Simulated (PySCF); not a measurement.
Gas-phase reaction: 4 CH3SiH2 + C2H4 → 2 SiH2 + 2 (CH3)3SiH, at 500 K and a standard pressure of 1 bar. Level: HF/def2-TZVP†.

Method: PySCF energies plus ideal-gas RRHO corrections (1 bar). † marks an energy on the PBE0/def2-TZVP geometry and frequencies. Open shells (unrestricted): CH3SiH2 (multiplicity 2); the rest are closed-shell singlets. CH3SiH2: computed as isolated molecules; such fragments, hydroxides, amides, oligomers or adducts are transient or little studied in the gas. The harmonic model lacks anharmonicity and excited electronic states, which grow with temperature; levels with a mode under 35 cm⁻¹ are left out. Internal rotation in CH3SiH2, (CH3)3SiH is treated as a harmonic vibration of one conformer, which makes the entropy rough.

```json
[
 {"species": "CH3SiH2", "E (Ha)": "-329.69741", "H(500 K) − E (kJ/mol)": "162.8", "S°(500 K) (J/mol/K)": "306.0"},
 {"species": "C2H4", "E (Ha)": "-78.06513", "H(500 K) − E (kJ/mol)": "155.1", "S°(500 K) (J/mol/K)": "245.3"},
 {"species": "SiH2", "E (Ha)": "-290.02582", "H(500 K) − E (kJ/mol)": "48.0", "S°(500 K) (J/mol/K)": "226.5"},
 {"species": "(CH3)3SiH", "E (Ha)": "-408.44368", "H(500 K) − E (kJ/mol)": "362.9", "S°(500 K) (J/mol/K)": "405.1"}
]
```
E: electronic energy; H − E holds the zero-point and thermal terms. 1 Ha = 2625.5 kJ/mol.

Question: Work out ΔH°, ΔS°, ΔG° and log10 K from these numbers.

Answer: 1. ΔE = 2×(-290.02582) + 2×(-408.44368) − 4×(-329.69741) − 1×(-78.06513) = -0.08423 Ha = -221.1 kJ.
2. Δ(H − E) = 2×(48.0) + 2×(362.9) − 4×(162.8) − 1×(155.1) = 15.5 kJ, so ΔH° = -205.6 kJ.
3. ΔS° = 2×(226.5) + 2×(405.1) − 4×(306.0) − 1×(245.3) = -206.1 J/K; the number of gas molecules changes by -1.
4. ΔG° = ΔH° − TΔS° = -205.6 − 500×(-206.1)/1000 = -102.5 kJ.
5. log10 K = −ΔG°/(RT ln 10) = 10.71, with RT ln 10 = 9.57 kJ/mol; at standard pressures the products are favoured.
6. A shift of 10 kJ in ΔE would move log10 K by 1.04 here.
For scale, ΔH°(298 K) is -208 kJ at this level, -416 kJ at ωB97M-V/def2-TZVP†, and runs from -416 to -208 kJ over the 18 levels computed.
